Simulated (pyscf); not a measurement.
Single points on ωB97X-D3(BJ)/def2-SVP structures (PySCF, gas phase).

**Question.** Estimate by transition-state theory the rate constant of `[OH][Ti]([Cl])([Cl])[Cl]` + `[OH][SiH3]` → `[OH][SiH2][O][Ti]([Cl])([Cl])[Cl]` + `[H][H]` (singlet surface; H–O, H–Si broken, O–Si, H–H formed) at 1200 K, with ωB97M-D3(BJ)/def2-TZVP energies (ideal gas, 1 atm, RRHO with modes under 100 cm⁻¹ raised to 100, one conformer, R ln 2 for chiral ones without a mode under 150 cm⁻¹; no tunnelling).

**Answer.** The electronic barrier is 28.2 kcal/mol and the thermal terms add +53.7, so ΔG‡ = 81.9 kcal/mol. With k_BT/h = 2.50e+13 s⁻¹ and RT = 2.385 kcal/mol, and a volume of 1.64e-19 cm³ per molecule at 1 atm, k = 4.9e-21 cm³ molecule⁻¹ s⁻¹. Wigner's tunnelling factor for 845i cm⁻¹ would be 1.04. A shift of 1 kcal/mol in the barrier changes k by a factor 1.5. One saddle was located; it need not be the lowest between these sides.
